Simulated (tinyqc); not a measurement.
Worked calculation: RHF in the sto-3g basis, for H2O, spin multiplicity 1. One step of it, computed by the program tinyqc.

Problem. Iteration 2: building the Fock matrix. J_ij = sum D_kl (ij|kl), K_ij = sum D_kl (ik|jl); F = H + J - 0.5 K; E = tr D H + tr D J / 2 - 0.25 tr D K + E_nn.

D after iteration 1, order 1O 1s, 1O 2s, 1O 2px, 1O 2py, 1O 2pz, 2H 1s, 3H 1s:
$$\begin{pmatrix}
2.108121 & -0.454980 & 0.000000 & 0.000000 & 0.099460 & -0.026236 & -0.026236 \\
-0.454980 & 1.962326 & 0.000000 & 0.000000 & -0.529185 & 0.003811 & 0.003811 \\
0.000000 & 0.000000 & 2.000000 & 0.000000 & 0.000000 & 0.000000 & 0.000000 \\
0.000000 & 0.000000 & 0.000000 & 1.056753 & 0.000000 & 0.527766 & -0.527766 \\
0.099460 & -0.529185 & 0.000000 & 0.000000 & 1.242199 & 0.460092 & 0.460092 \\
-0.026236 & 0.003811 & 0.000000 & 0.527766 & 0.460092 & 0.457098 & -0.070059 \\
-0.026236 & 0.003811 & 0.000000 & -0.527766 & 0.460092 & -0.070059 & 0.457098
\end{pmatrix}$$

core Hamiltonian H = T + V (hartree), order 1O 1s, 1O 2s, 1O 2px, 1O 2py, 1O 2pz, 2H 1s, 3H 1s:
$$\begin{pmatrix}
-32.583264 & -7.580222 & 0.000000 & 0.000000 & -0.016150 & -1.260251 & -1.260251 \\
-7.580222 & -9.206547 & 0.000000 & 0.000000 & -0.197130 & -2.949347 & -2.949347 \\
0.000000 & 0.000000 & -7.351824 & 0.000000 & 0.000000 & 0.000000 & 0.000000 \\
0.000000 & 0.000000 & 0.000000 & -7.450315 & 0.000000 & -1.576912 & 1.576912 \\
-0.016150 & -0.197130 & 0.000000 & 0.000000 & -7.435920 & -1.516824 & -1.516824 \\
-1.260251 & -2.949347 & 0.000000 & -1.576912 & -1.516824 & -4.584869 & -1.274238 \\
-1.260251 & -2.949347 & 0.000000 & 1.576912 & -1.516824 & -1.274238 & -4.584869
\end{pmatrix}$$

Two-electron integrals (ij|kl) in chemists' order, unique and non-zero (hartree):
```
(11|11) 4.785065    (21|11) 0.741380    (21|21) 0.136873    (22|11) 1.118947
(22|21) 0.256633    (22|22) 0.817206    (31|31) 0.024477    (32|31) 0.037809
(32|32) 0.180518    (33|11) 1.115814    (33|21) 0.256684    (33|22) 0.817023
(33|33) 0.880159    (41|41) 0.024477    (42|41) 0.037809    (42|42) 0.180518
(43|43) 0.047444    (44|11) 1.115814    (44|21) 0.256684    (44|22) 0.817023
(44|33) 0.785270    (44|44) 0.880159    (51|51) 0.024477    (52|51) 0.037809
(52|52) 0.180518    (53|53) 0.047444    (54|54) 0.047444    (55|11) 1.115814
(55|21) 0.256684    (55|22) 0.817023    (55|33) 0.785270    (55|44) 0.785270
(55|55) 0.880159    (61|11) 0.123751    (61|21) 0.022668    (61|22) 0.042278
(61|33) 0.042195    (61|41) 0.000765    (61|42) 0.001439    (61|44) 0.042333
(61|51) 0.000707    (61|52) 0.001330    (61|54) 0.000127    (61|55) 0.042313
(61|61) 0.003803    (62|11) 0.317154    (62|21) 0.073723    (62|22) 0.261877
(62|33) 0.257303    (62|41) 0.004073    (62|42) 0.031809    (62|44) 0.264566
(62|51) 0.003763    (62|52) 0.029392    (62|54) 0.006712    (62|55) 0.263505
(62|61) 0.012465    (62|62) 0.106062    (63|31) 0.007516    (63|32) 0.044469
(63|43) 0.006516    (63|53) 0.006021    (63|63) 0.014698    (64|11) 0.172785
(64|21) 0.040665    (64|22) 0.154215    (64|33) 0.147304    (64|41) 0.009476
(64|42) 0.062091    (64|44) 0.164395    (64|51) 0.001811    (64|52) 0.016283
(64|54) 0.009772    (64|55) 0.150769    (64|61) 0.007163    (64|62) 0.075896
(64|64) 0.068379    (65|11) 0.159659    (65|21) 0.037576    (65|22) 0.142500
(65|33) 0.136114    (65|41) 0.001811    (65|42) 0.016283    (65|44) 0.139864
(65|51) 0.009190    (65|52) 0.059516    (65|54) 0.009982    (65|55) 0.151359
(65|61) 0.006619    (65|62) 0.070131    (65|64) 0.049603    (65|65) 0.060533
(66|11) 0.473317    (66|21) 0.111798    (66|22) 0.456805    (66|33) 0.438766
(66|41) 0.007633    (66|42) 0.083354    (66|44) 0.467649    (66|51) 0.007054
(66|52) 0.077022    (66|54) 0.026689    (66|55) 0.463427    (66|61) 0.019045
(66|62) 0.238452    (66|64) 0.194707    (66|65) 0.179916    (66|66) 0.774606
(71|11) 0.123751    (71|21) 0.022668    (71|22) 0.042278    (71|33) 0.042195
(71|41) -0.000765   (71|42) -0.001439   (71|44) 0.042333    (71|51) 0.000707
(71|52) 0.001330    (71|54) -0.000127   (71|55) 0.042313    (71|61) 0.003752
(71|62) 0.012119    (71|64) 0.006390    (71|65) 0.006441    (71|66) 0.018369
(71|71) 0.003803    (72|11) 0.317154    (72|21) 0.073723    (72|22) 0.261877
(72|33) 0.257303    (72|41) -0.004073   (72|42) -0.031809   (72|44) 0.264566
(72|51) 0.003763    (72|52) 0.029392    (72|54) -0.006712   (72|55) 0.263505
(72|61) 0.012119    (72|62) 0.086719    (72|64) 0.042805    (72|65) 0.055853
(72|66) 0.160329    (72|71) 0.012465    (72|72) 0.106062    (73|31) 0.007516
(73|32) 0.044469    (73|43) -0.006516   (73|53) 0.006021    (73|63) 0.011651
(73|73) 0.014698    (74|11) -0.172785   (74|21) -0.040665   (74|22) -0.154215
(74|33) -0.147304   (74|41) 0.009476    (74|42) 0.062091    (74|44) -0.164395
(74|51) -0.001811   (74|52) -0.016283   (74|54) 0.009772    (74|55) -0.150769
(74|61) -0.006390   (74|62) -0.042805   (74|64) -0.009902   (74|65) -0.026991
(74|66) -0.070870   (74|71) -0.007163   (74|72) -0.075896   (74|74) 0.068379
(75|11) 0.159659    (75|21) 0.037576    (75|22) 0.142500    (75|33) 0.136114
(75|41) -0.001811   (75|42) -0.016283   (75|44) 0.139864    (75|51) 0.009190
(75|52) 0.059516    (75|54) -0.009982   (75|55) 0.151359    (75|61) 0.006441
(75|62) 0.055853    (75|64) 0.026991    (75|65) 0.047094    (75|66) 0.113027
(75|71) 0.006619    (75|72) 0.070131    (75|74) -0.049603   (75|75) 0.060533
(76|11) 0.124795    (76|21) 0.029319    (76|22) 0.114320    (76|33) 0.111351
(76|44) 0.113270    (76|51) 0.002252    (76|52) 0.021511    (76|55) 0.118211
(76|61) 0.004919    (76|62) 0.047368    (76|64) 0.029322    (76|65) 0.035208
(76|66) 0.114564    (76|71) 0.004919    (76|72) 0.047368    (76|74) -0.029322
(76|75) 0.035208    (76|76) 0.026882    (77|11) 0.473317    (77|21) 0.111798
(77|22) 0.456805    (77|33) 0.438766    (77|41) -0.007633   (77|42) -0.083354
(77|44) 0.467649    (77|51) 0.007054    (77|52) 0.077022    (77|54) -0.026689
(77|55) 0.463427    (77|61) 0.018369    (77|62) 0.160329    (77|64) 0.070870
(77|65) 0.113027    (77|66) 0.324949    (77|71) 0.019045    (77|72) 0.238452
(77|74) -0.194707   (77|75) 0.179916    (77|76) 0.114564    (77|77) 0.774606
```

nuclear repulsion = 8.07357235 hartree

Give: Coulomb J; exchange K; Fock matrix F; total energy of this density.

Solution.

Coulomb J (hartree), order 1O 1s, 1O 2s, 1O 2px, 1O 2py, 1O 2pz, 2H 1s, 3H 1s:
$$\begin{pmatrix}
17.4711 & 3.2973 & 0.0000 & 0.0000 & -0.0083 & 0.5462 & 0.5462 \\
3.2973 & 8.2303 & 0.0000 & 0.0000 & 0.0281 & 2.6236 & 2.6236 \\
0.0000 & 0.0000 & 8.2341 & 0.0000 & 0.0000 & 0.0000 & 0.0000 \\
0.0000 & 0.0000 & 0.0000 & 8.2138 & 0.0000 & 1.5392 & -1.5392 \\
-0.0083 & 0.0281 & 0.0000 & 0.0000 & 8.2192 & 1.4380 & 1.4380 \\
0.5462 & 2.6236 & 0.0000 & 1.5392 & 1.4380 & 4.6973 & 1.1555 \\
0.5462 & 2.6236 & 0.0000 & -1.5392 & 1.4380 & 1.1555 & 4.6973
\end{pmatrix}$$

exchange K (hartree), order 1O 1s, 1O 2s, 1O 2px, 1O 2py, 1O 2pz, 2H 1s, 3H 1s:
$$\begin{pmatrix}
9.7799 & 1.6609 & 0.0000 & 0.0000 & 0.0040 & 0.2903 & 0.2903 \\
1.6609 & 2.6370 & 0.0000 & 0.0000 & -0.1217 & 0.9297 & 0.9297 \\
0.0000 & 0.0000 & 2.2774 & 0.0000 & 0.0000 & 0.0000 & 0.0000 \\
0.0000 & 0.0000 & 0.0000 & 1.8843 & 0.0000 & 0.5785 & -0.5785 \\
0.0040 & -0.1217 & 0.0000 & 0.0000 & 1.9581 & 0.5328 & 0.5328 \\
0.2903 & 0.9297 & 0.0000 & 0.5785 & 0.5328 & 1.0325 & 0.3536 \\
0.2903 & 0.9297 & 0.0000 & -0.5785 & 0.5328 & 0.3536 & 1.0325
\end{pmatrix}$$

Fock matrix F (hartree), order 1O 1s, 1O 2s, 1O 2px, 1O 2py, 1O 2pz, 2H 1s, 3H 1s:
$$\begin{pmatrix}
-20.0021 & -5.1134 & 0.0000 & 0.0000 & -0.0265 & -0.8592 & -0.8592 \\
-5.1134 & -2.2948 & 0.0000 & 0.0000 & -0.1082 & -0.7906 & -0.7906 \\
0.0000 & 0.0000 & -0.2564 & 0.0000 & 0.0000 & 0.0000 & 0.0000 \\
0.0000 & 0.0000 & 0.0000 & -0.1787 & 0.0000 & -0.3269 & 0.3269 \\
-0.0265 & -0.1082 & 0.0000 & 0.0000 & -0.1958 & -0.3452 & -0.3452 \\
-0.8592 & -0.7906 & 0.0000 & -0.3269 & -0.3452 & -0.4039 & -0.2955 \\
-0.8592 & -0.7906 & 0.0000 & 0.3269 & -0.3452 & -0.2955 & -0.4039
\end{pmatrix}$$

total energy of this density = -74.896484 hartree
